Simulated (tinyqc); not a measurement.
CCSD on RHF in the sto-6g basis, for OH-, spin multiplicity 1, step by step. The basis has no diffuse functions, so it cannot describe the extra electron: this is an exercise in the method, not the real anion. One step of it, computed by the program tinyqc.

Question. CCSD: starting amplitudes. t_ij^ab = <ij||ab> / (e_i + e_j - e_a - e_b), whose energy is MP2.

orbital energies (hartree): MO1 -19.745621, MO2 -0.591149, MO3 0.075503, MO4 0.190219, MO5 0.190219, MO6 0.998728

Two-electron integrals over orbitals (pq|rs), unique and non-zero (hartree):
```
(11|11) 4.763405    (21|11) -0.460956   (21|21) 0.071507    (22|11) 1.070308
(22|21) -0.019759   (22|22) 0.743187    (31|11) 0.148712    (31|21) -0.023072
(31|22) 0.007626    (31|31) 0.014598    (32|11) -0.181941   (32|21) 0.006747
(32|22) -0.066283   (32|31) 0.009266    (32|32) 0.120156    (33|11) 0.685650
(33|21) -0.005612   (33|22) 0.567990    (33|31) -0.000590   (33|32) 0.020888
(33|33) 0.618049    (41|41) 0.026664    (42|41) 0.034381    (42|42) 0.159503
(43|41) -0.010095   (43|42) -0.040832   (43|43) 0.029163    (44|11) 1.117092
(44|21) -0.012413   (44|22) 0.773318    (44|31) 0.003858    (44|32) -0.097280
(44|33) 0.548275    (44|44) 0.880663    (51|51) 0.026664    (52|51) 0.034381
(52|52) 0.159503    (53|51) -0.010095   (53|52) -0.040832   (53|53) 0.029163
(54|54) 0.047461    (55|11) 1.117092    (55|21) -0.012413   (55|22) 0.773318
(55|31) 0.003858    (55|32) -0.097280   (55|33) 0.548275    (55|44) 0.785741
(55|55) 0.880663    (61|11) -0.116890   (61|21) 0.018555    (61|22) -0.002953
(61|31) 0.006459    (61|32) 0.020898    (61|33) -0.005352   (61|44) -0.003011
(61|55) -0.003011   (61|61) 0.026504    (62|11) 0.155099    (62|21) -0.004673
(62|22) 0.079837    (62|31) 0.016209    (62|32) 0.052255    (62|33) 0.001791
(62|44) 0.083550    (62|55) 0.083550    (62|61) 0.023509    (62|62) 0.111231
(63|11) 0.307175    (63|21) -0.004226   (63|22) 0.156826    (63|31) -0.002741
(63|32) -0.108484   (63|33) -0.009992   (63|44) 0.179557    (63|55) 0.179557
(63|61) -0.008367   (63|62) 0.020920    (63|63) 0.184771    (64|41) 0.007518
(64|42) 0.030646    (64|43) 0.014568    (64|64) 0.037810    (65|51) 0.007518
(65|52) 0.030646    (65|53) 0.014568    (65|65) 0.037810    (66|11) 0.944254
(66|21) -0.011132   (66|22) 0.675647    (66|31) 0.010311    (66|32) 0.003975
(66|33) 0.613769    (66|44) 0.668973    (66|55) 0.668973    (66|61) 0.008779
(66|62) 0.078734    (66|63) 0.074210    (66|66) 0.708743
```

Give: Starting amplitudes; correlation energy.

Answer.

Starting amplitudes (spin orbitals 1a, 1b, ...; amplitudes related by a flip of all spins are not repeated):

| from | to | t |
|---|---|---|
| 3a 3b | 6a 6b | -0.100 |
| 2a 2b | 6a 6b | -0.035 |
| 5a 5b | 6a 6b | -0.023 |
| 4a 4b | 6a 6b | -0.023 |
| 2a 3b | 6a 6b | -0.008 |
| 1a 2b | 6a 6b | -1.05e-03 |
| 1a 1b | 6a 6b | -6.39e-04 |
| 1a 3b | 6a 6b | 3.86e-04 |

correlation energy = -0.02457 hartree
